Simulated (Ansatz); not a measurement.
**SiH+ (triplet): wave-function methods side by side, cc-pVQZ**

One table from this session's results is given with a row withheld; the runs are named, their logs left out.

Program: Ansatz 0.2.0, Gaussian basis. Level of theory: cc-pVQZ, core rule «outside noble gas», up to 5 orbitals frozen. These are calculated values, not measurements.

Plan: UHF; CCSD(T) on ROHF; CCSD(T) on UHF; BCCD(T) on ROHF; CCSDT(Q) on ROHF; CCSDT(Q) on UHF; Full CI.

9 further runs of the same task are left out: 2 for a known fault of the program, 4 that didn't finish, 3 set aside as unsound or not needed.

## The system

The geometry is a PBE0/def2-TZVP stationary point (not a proven minimum) of the parent state, kept for this charge and spin.

2 atoms, charge 1, spin multiplicity 3.

Atoms are counted from 1 here; the program's logs count them from 0.

Bond lengths: Si1–H2 1.500 Å.

Set-up of the first run:

The input, in.yaml:

```yaml
crystal:
  periodic: [false, false, false]
  atoms:
    - {symbol: Si, position_ang: [0.000000, 0.000000, 0.000000]}
    - {symbol: H, position_ang: [0.000000, 0.000000, 1.499536]}
basis:
  gaussian: {orbitals: cc-pVQZ}
total_charge: 1
magnetization: {spin_polarized: true, initial_magnetization: 2}
hamiltonian: {xc: hf}
output: {orbitals: {seedname: orbitals}}
```

Started as:

```console
> ansatz run in.yaml --threads 1 --pin off --events-out ev --progress --plain --max-ram 4096MiB --backend cpu
```

Steps of the session up to this table: UHF; CCSD(T) on ROHF; CCSD(T) on UHF; BCCD(T) on ROHF; CCSDT(Q) on ROHF; CCSDT(Q) on UHF; Full CI.

One table of the session follows, with a row left open; its other results are not shown here.

| method | from FCI (meV) |
| --- | --- |
| ROHF | +2031.5 |
| UHF | +1926.7 |
| RMP2 | +531.5 |
| UMP2 | +507.3 |
| RCCSD | +76.4 |
| UCCSD | +69.4 |
| RCCSD(T) | +18.0 |
| UCCSD(T) | +15.8 |
| BCCD(T) | +17.4 |
| RCCSDT | +1.1 |
| UCCSDT | -0.9 |
| RCCSDT(Q) | +0.2 |
| UCCSDT(Q) | ? |
| FCI | 0 |

Estimate the missing values for UCCSDT(Q).

As computed: from FCI (meV): -1.7. In the column «from FCI (meV)» it is the lowest.

Caveats from the session: Levels on UHF freeze UHF's core orbitals, full CI those of ROHF, so the U rows can settle a little off it for that reason alone. Restricted and unrestricted rows rest on different reference determinants; where their highest levels disagree by more than a few hundredths of an eV, they describe different states and don't form one ladder.
